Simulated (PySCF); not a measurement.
LiS⁻ at RHF-MP2

Level: RHF-MP2. PySCF, no relativity, basis sets Li aug-pcseg-1, S aug-pcseg-1.

```
state                          : ¹Σ⁺ (singlet), closed shell
bond length                    : 2.087 Å
harmonic wavenumber            : 615 cm⁻¹
force constant                 : 1.28 mdyn/Å
rotational constant Be         : 0.6727 cm⁻¹
anharmonicity ωexe             : 4.78 cm⁻¹
vibration–rotation constant αe : 0.00795 cm⁻¹
```

Correlated steps freeze 5 core orbitals.
